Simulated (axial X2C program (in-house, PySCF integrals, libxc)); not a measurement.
## Curves of MgF by EOM-EA-CCSD

Computed with an axial X2C code built on PySCF integrals: two-component X2C with atomic mean-field Coulomb and Gaunt terms, Gaussian nuclei, basis Mg dyall-acv3z, F dyall-av3z with contracted cores.

Energies in eV from the lowest point of the lowest state; states are followed by energy order within each Ω. Reference: MgF⁺, 8 electrons correlated in 92 virtual spinors with an MP2 remainder; levels at this size can be off by some tenths of an eV. Masses 23.985 and 18.998 u.

```csv
R (Å),(1)Ω=1/2,(2)Ω=1/2,(1)Ω=3/2,(3)Ω=1/2,(4)Ω=1/2,(5)Ω=1/2,(2)Ω=3/2
1.617,0.2629,3.5763,3.5802,4.7352,5.2592,6.0839,6.0847
1.688,0.0591,3.3969,3.4009,4.5871,5.1390,5.9726,5.9734
1.758,0.0000,3.3607,3.3649,4.5780,5.1631,6.0058,6.0066
1.837,0.0522,3.4373,3.4417,4.6791,5.3081,6.1608,6.1617
1.916,0.1886,3.5965,3.6010,4.8559,5.5352,6.3981,6.3990
2.022,0.4509,3.8868,3.8915,5.1582,5.9143,6.7907,6.7916
```

Problem. Fit the curves (1)Ω=1/2, (2)Ω=1/2, (1)Ω=3/2, (3)Ω=1/2, (4)Ω=1/2, (5)Ω=1/2, (2)Ω=3/2 near their minima.

Solution. At EOM-EA-CCSD from MgF⁺ (the fit fixes ωe to about one per cent; ωe of higher roots by this method can be off by ten per cent):

```json
{"state": "(1)Ω=1/2", "Te (cm⁻¹)": "0", "Re (Å)": "1.760", "ωe (cm⁻¹)": "715.8"}
{"state": "(2)Ω=1/2", "Te (cm⁻¹)": "27090", "Re (Å)": "1.744", "ωe (cm⁻¹)": "740.8"}
{"state": "(1)Ω=3/2", "Te (cm⁻¹)": "27120", "Re (Å)": "1.744", "ωe (cm⁻¹)": "740.9"}
{"state": "(3)Ω=1/2", "Te (cm⁻¹)": "36840", "Re (Å)": "1.727", "ωe (cm⁻¹)": "758.6"}
{"state": "(4)Ω=1/2", "Te (cm⁻¹)": "41400", "Re (Å)": "1.708", "ωe (cm⁻¹)": "817.0"}
{"state": "(5)Ω=1/2", "Te (cm⁻¹)": "48150", "Re (Å)": "1.703", "ωe (cm⁻¹)": "827.4"}
{"state": "(2)Ω=3/2", "Te (cm⁻¹)": "48150", "Re (Å)": "1.703", "ωe (cm⁻¹)": "827.4"}
```

For MgF⁺ at CCSD, and between the minima:

Re = 1.697 Å, ωe = 842.1 cm⁻¹; removing the electron costs 7.630 eV without zero-point terms.

T1 of the reference reaches 0.025 (Lee–Taylor). Curves followed by order can swap character. Number of frozen shells: Mg 2 s, 1 p; F 1 s. Roots with under 60 % one-particle weight at any point are counted in the labels but not shown, and the list ends where the roots sought for some Ω run out; states that need a further excitation are missing and may lie low or lowest. Curves with a minimum but no constants failed the fit check.
